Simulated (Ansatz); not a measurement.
Mulliken charges of `C=C(N)Cl` from r2SCAN/def2-TZVPP in Ansatz (PBE0-D4/def2-TZVP geometry).

```csv
atom,x (Å),y (Å),z (Å),charge (e)
C1,0.108,1.181,-0.244,-0.301
C2,-0.223,-0.106,-0.265,0.232
N3,0.399,-1.142,0.397,-0.296
Cl4,-1.518,-0.666,-1.273,-0.119
H5,-0.392,1.895,-0.879,0.095
H6,0.904,1.526,0.404,0.062
H7,-0.209,-1.897,0.674,0.166
H8,1.024,-0.847,1.130,0.162
```

**Question.** By hand: the dipole of these point charges (1 e Å = 4.8032 D).

**Answer.** Σ q r = (0.128, -0.140, 0.282) e Å, of length 0.340 e Å = 1.63 D.

**Question.** How does the dipole of the full density compare? (Best estimate.)

**Answer.** The calculation gave: (0.160, -0.112, 0.410) e Å, 2.18 D; the point charges give 0.75 times that, at 10° from its direction.

Point charges leave out the atoms' own dipoles, such as those of lone pairs, and Mulliken's split depends on the basis, so the two needn't agree.
